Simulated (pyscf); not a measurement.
Structures and frequencies: ωB97X-D3(BJ)/def2-SVP in PySCF.

Q: What is the homolytic dissociation enthalpy (298 K, ωB97M-D3(BJ)/def2-TZVP) of the O–Si bond of H₃Si–O–Ta(Cl)(Cl)(Cl)–Cl, to SiH₃• + [O–Ta(Cl)(Cl)(Cl)–Cl]•?

A: O–Si to SiH₃• + [O–Ta(Cl)(Cl)(Cl)–Cl]•: 122.2 kcal/mol. The 7 functionals that were run give +107.3 (PBE) to +123.6 kcal/mol (M06-2X). The radicals are drawn with the spin at the cut bond; how far it spreads was not checked. Other isomers of [O–Ta(Cl)(Cl)(Cl)–Cl]• were not searched in full and may lie lower. Open-shell species with a d-block atom are single-reference here; other states, and whether the spin sits on metal or ligand, were not checked. Elements past Kr carry the def2 core potentials, without spin-orbit coupling.
